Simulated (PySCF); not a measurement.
## Field gradients at the hydrogen positions

Species: C₅H₁₁N.
Z-matrix (Å and degrees, GFN2-xTB geometry), rows numbered from 1:
```
C 
C   1  1.5232
C   2  1.5315  1  111.55
C   3  1.4904  2  111.50  1    65.56
N   4  1.2533  3  121.74  2  -125.06
C   5  1.4282  4  120.72  3  -179.85
H   1  1.0877  2  110.66  3  -179.39
H   1  1.0876  2  110.44  3   -59.08
H   1  1.0875  2  110.39  3    60.43
H   2  1.0931  1  109.62  3   121.22
H   2  1.0919  1  109.52  3  -120.77
H   3  1.0903  2  110.47  1   -55.70
H   3  1.0941  2  108.98  1  -175.00
H   4  1.1038  3  115.55  2    54.80
H   6  1.0997  5  113.62  4    -0.52
H   6  1.0908  5  108.26  4   121.25
H   6  1.0909  5  108.25  4  -122.29
```

Level: PBE0/pcSseg-1 (PySCF, non-relativistic); Q(2H) = 0.00286 b; rigid geometry, the same for H and D, with no vibrational averaging.

**Question.** Rank these positions by the coupling χzz of a deuteron there, largest first.
A. H7 (methyl hydrogen)
B. H16 (methyl hydrogen)
C. H15 (methyl hydrogen)
D. H14 (hydrogen on a C=N carbon)

**Answer.** A (213 kHz), B (205 kHz), C (193 kHz), D (189 kHz).

**Question.** Tabulate Vzz, the asymmetry η and χzz = 234.96 MHz × Q × Vzz for every hydrogen position.

**Answer.** 
| atom | bonded to | bond length (Å) | Vzz (au) | η | χzz (kHz) |
| --- | --- | --- | --- | --- | --- |
| H7 | C1 | 1.088 | 0.3165 | 0.02 | 213 |
| H8 | C1 | 1.088 | 0.3139 | 0.03 | 211 |
| H9 | C1 | 1.087 | 0.3151 | 0.02 | 212 |
| H10 | C2 | 1.093 | 0.3024 | 0.02 | 203 |
| H11 | C2 | 1.092 | 0.3049 | 0.02 | 205 |
| H12 | C3 | 1.090 | 0.3040 | 0.01 | 204 |
| H13 | C3 | 1.094 | 0.3023 | 0.02 | 203 |
| H14 | C4 | 1.104 | 0.2807 | 0.06 | 189 |
| H15 | C6 | 1.100 | 0.2877 | 0.07 | 193 |
| H16 | C6 | 1.091 | 0.3056 | 0.04 | 205 |
| H17 | C6 | 1.091 | 0.3054 | 0.04 | 205 |

**Question.** How does χzz go with the bond length over the 11 C–H bonds?

**Answer.** A straight-line fit has a slope of -14.1 kHz for each 0.01 Å, with a correlation coefficient of -0.98, over lengths from 1.087 to 1.104 Å. The longer bonds have the smaller couplings here.

**Question.** A static deuteron (I = 1) shows a doublet split by (3/2)χ, (3/4)χ(1 + η) and (3/4)χ(1 − η) with the field along z, y and x of the gradient. What are these for H7?

**Answer.** With |χ| = 212.7 kHz and η = 0.015: 319, 162 and 157 kHz, to first order and without motion.

Geometry: GFN2-xTB, one conformer, isolated molecule. GFN2-xTB bond lengths can be off by several hundredths of an ångström, more for odd bonds, and the gradients follow them. With a basis this small, the couplings can be 20 % off.
